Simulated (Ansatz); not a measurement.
Start from GaSb in the zinc blende structure (space group F-43m, No. 216).

```xyz
2
Lattice="0.0000 3.1068 3.1068 3.1068 0.0000 3.1068 3.1068 3.1068 0.0000" Properties=species:S:1:pos:R:3 pbc="T T T"
Sb     4.6601     4.6601     4.6601
Ga     0.0000     0.0000     0.0000
```

All numbers come from PBE, PAW, 420 eV (Ansatz, a first-principles code; no spin-orbit coupling).

Modification: full substitution Sb → As; the structure is relaxed again.

Measured lattice parameter a: GaSb 6.0959 Å (room temperature; as listed in I. Vurgaftman, J. R. Meyer, L. R. Ram-Mohan, Journal of Applied Physics (2001)); GaAs 5.64 Å (static lattice; corrected from measurement; as listed in Daniel Mejia-Rodriguez, S. B. Trickey, Phys. Rev. B (2018)).

Q: How well does PBE reproduce the measured shift?

A: With PBE the lattice parameter a moves by -0.468 Å (6.214 → 5.746) against -0.456 Å measured. The two measured values stand on different bases (one corrected, one not), which blurs small differences.

Stability against distortions was not tested. The final runs are not spin-polarised.
